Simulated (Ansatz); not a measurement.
```yaml
crystal:
  periodic: [false, false, false]
  atoms:
    - {symbol: Ge, position_ang: [-0.319348, -0.001410, 0.000143]}
    - {symbol: C, position_ang: [1.638973, 0.007237, -0.000734]}
    - {symbol: H, position_ang: [-0.869367, 1.387609, 0.006240]}
    - {symbol: H, position_ang: [-0.859593, -0.704588, 1.202477]}
    - {symbol: H, position_ang: [-0.860717, -0.694455, -1.207557]}
    - {symbol: H, position_ang: [2.029231, -1.007617, -0.005183]}
    - {symbol: H, position_ang: [2.022912, 0.513517, 0.881604]}
    - {symbol: H, position_ang: [2.022091, 0.520920, -0.879141]}
basis:
  gaussian: {orbitals: def2-TZVP}
hamiltonian: {xc: pbe0}
relax: {f_tol: 0.004, max_steps: 80}
```

```sh
$ ansatz run in.yaml --threads 1 --pin off --events-out ev --progress --plain --max-ram 2176MiB
```

Steps of the relaxation (energy above the last step; positions in Å, forces in eV/Å):

```
8
step 1, 61.6 meV
Ge   -0.319   -0.001    0.000    0.809    0.004    0.000
C     1.639    0.007   -0.001   -0.095    0.000    0.000
H    -0.869    1.388    0.006   -0.235    0.835    0.004
H    -0.860   -0.705    1.202   -0.229   -0.422    0.723
H    -0.861   -0.694   -1.208   -0.229   -0.416   -0.726
H     2.029   -1.008   -0.005   -0.006   -0.131   -0.001
H     2.023    0.514    0.882   -0.007    0.065    0.114
H     2.022    0.521   -0.879   -0.007    0.066   -0.113
```

```
8
step 2, 2.5 meV
Ge   -0.323   -0.001    0.000    0.223    0.001    0.000
C     1.631    0.007   -0.001   -0.002    0.000    0.000
H    -0.851    1.436    0.006   -0.079    0.120    0.001
H    -0.841   -0.729    1.244   -0.079   -0.061    0.104
H    -0.842   -0.718   -1.249   -0.079   -0.060   -0.104
H     2.014   -1.013   -0.005    0.005   -0.026    0.000
H     2.008    0.516    0.886    0.005    0.013    0.022
H     2.007    0.523   -0.884    0.005    0.013   -0.022
```

```
8
step 3, 0.0 meV
Ge   -0.317   -0.001    0.000    0.014    0.000    0.000
C     1.637    0.007   -0.001   -0.009    0.000    0.000
H    -0.861    1.438    0.006    0.001    0.003    0.000
H    -0.851   -0.730    1.246    0.001   -0.002    0.003
H    -0.852   -0.720   -1.252    0.001   -0.002   -0.003
H     2.021   -1.014   -0.005   -0.003   -0.002    0.000
H     2.014    0.517    0.887   -0.003    0.001    0.002
H     2.013    0.524   -0.884   -0.003    0.001   -0.002
```

```
8
step 5, 0.0 meV
Ge   -0.316   -0.001    0.000    0.001    0.000    0.000
C     1.637    0.007   -0.001   -0.001    0.000    0.000
H    -0.860    1.439    0.006    0.000    0.000    0.000
H    -0.850   -0.730    1.247    0.000    0.000    0.000
H    -0.851   -0.720   -1.252    0.000    0.000    0.000
H     2.020   -1.014   -0.005    0.000    0.000    0.000
H     2.013    0.517    0.887    0.000    0.000    0.000
H     2.012    0.524   -0.885    0.000    0.000    0.000
```

Close pairs at the end: C2–H8 1.091 Å, C2–H7 1.091 Å, C2–H6 1.091 Å, Ge1–H3 1.539 Å, Ge1–H4 1.539 Å, Ge1–H5 1.539 Å, Ge1–C2 1.953 Å.

A stationary point of restricted PBE0 after 5 steps (its stability towards spin polarisation wasn't tested); no frequencies were run, so it isn't proven a minimum. 18 s on 1 thread of Arm Neoverse V1, shared host.
